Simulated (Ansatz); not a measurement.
For wurtzite CdS, LDA (Ansatz, a program for electronic structure, plane waves, PAW) gives:

- lattice parameter a = 4.074 Å
- lattice parameter c = 6.639 Å
- bulk modulus = 67.8 GPa
- cohesive energy = 3.33 eV/atom
- band gap at the measured cell (atoms relaxed with PBEsol) = 0.95 eV
- elastic constant C11 = 93.4 GPa
- elastic constant C44 = 15.8 GPa
- Voigt–Reuss–Hill shear modulus = 18.2 GPa

Question: What does r²SCAN in Ansatz (plane waves, PAW) give for the same quantities?

Answer: 
- lattice constant a: 4.164 Å (increases by 2.2 %)
- lattice parameter c: 6.766 Å (rises by 1.9 %)
- bulk modulus: 60.3 GPa (shrinks by 11 %)
- cohesive energy: 2.82 eV/atom (drops by 0.51 eV/atom)
- band gap at the measured cell (atoms relaxed with PBEsol): 1.70 eV (rises by 0.75 eV)
- elastic constant C11: 84.2 GPa (decreases by 9.9 %)
- elastic constant C44: 14.8 GPa (decreases by 6.3 %)
- Voigt–Reuss–Hill shear modulus: 16.9 GPa (falls by 7.1 %)

For comparison: lattice constant a 4.136 Å (measured, temperature not stated, not corrected to a static lattice; as tabulated in Biswas et al. (2022), arXiv:2106.08875); lattice parameter c 6.714 Å (measured, temperature not stated, not corrected to a static lattice; as tabulated in Biswas et al. (2022), arXiv:2106.08875); bulk modulus 60.7 GPa (measured, temperature not stated, no zero-point or thermal correction, sources range from 60.7 to 65.0; as tabulated in Toher et al. (2017), arXiv:1611.05714); cohesive energy 2.87 ± 0.03 eV/atom (derived here from tabulated measurements, copied from a table, unchecked, brought to a static lattice with a Debye model, atoms in their spin–orbit ground levels; inputs from the CRC Handbook); band gap 2.64 eV (measured, zero-point renormalisation of 0.068 eV removed from the gap extrapolated to 0 K (as printed); as tabulated in X. Ren, F. Merz, H. Jiang et al., All-electron periodic G0W0 implementation …); elastic constant C11 83.1 GPa (measured, temperature not stated, no zero-point or thermal correction; as tabulated in Oses et al. (2018), arXiv:1811.08464); elastic constant C44 15.3 GPa (measured, temperature not stated, not corrected to a static lattice; as tabulated in Oses et al. (2018), arXiv:1811.08464); Voigt–Reuss–Hill shear modulus 17.1 GPa (measured, temperature not stated, no zero-point or thermal correction, Hill average of measured single-crystal constants; as tabulated in Oses et al. (2018), arXiv:1811.08464).

Changes are worked out from the printed values.

Unless a cell is named, each level is at its own relaxed cell (LDA 23.85, r²SCAN 25.40 Å³/atom).

Spin–orbit coupling is included only where a level's name says +SOC; with heavier elements it mostly lowers gaps and can invert bands. Density-functional gaps are differences of (generalised) Kohn–Sham levels.

Ansatz's density-functional and Hartree–Fock values are scalar-relativistic unless marked +SOC, with PAW data made under PBE.
